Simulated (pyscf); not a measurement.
H₃C–Al(OH)–OH + BH₃ → H₂B–CH₂–Al(OH)–OH + H₂ (four-centre exchange; singlet surface; C–H, B–H broken, B–C, H–H formed). Structures and frequencies: ωB97X-D3(BJ)/def2-SVP in PySCF. Energies in kcal/mol from the separated reactants.

```csv
level,barrier,reaction energy
ωB97X-D3(BJ)/def2-TZVP,16.5,-7.2
PBE/def2-TZVP,7.8,-9.0
r²SCAN/def2-TZVP,10.7,-9.0
M06-2X/def2-TZVP,16.9,-7.2
ωB97M-D3(BJ)/def2-TZVP,16.1,-6.8
HF/def2-TZVP,42.2,+1.7
```

The functionals in the table span 9.1 kcal/mol in this barrier, from PBE to M06-2X. At the saddle there is also a short B–H contact that neither side keeps. One saddle was located; it need not be the lowest between these sides.
